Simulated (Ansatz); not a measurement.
**Zinc-blende HgTe**

Computed with PBEsol (Ansatz, a first-principles code, PAW).

Settings: plane-wave cutoff 500 eV, 10×10×10 k mesh, Fermi–Dirac smearing 0.05 eV, scalar-relativistic PAW data made under PBE.

Cell: relaxed at this level.

For zinc-blende HgTe, the equilibrium volume per atom is 34.48 Å³/atom and the equilibrium lattice constant a comes out as 6.510 Å. The band gap is none.

Measured, for comparison: equilibrium volume per atom 33.70 Å³/atom, lattice constant a 6.46 Å (room temperature, not corrected to a static lattice; as tabulated in Cava et al. (2013), arXiv:1302.1059). Computed (rounded) less measured: equilibrium volume per atom +2.3 %, lattice constant a +0.8 %.

Spin–orbit coupling is not included; it can shift volumes and moduli of such heavy elements.

Computed values are for the static lattice.

Cost on a shared machine: about 60 core-seconds (a rough figure).
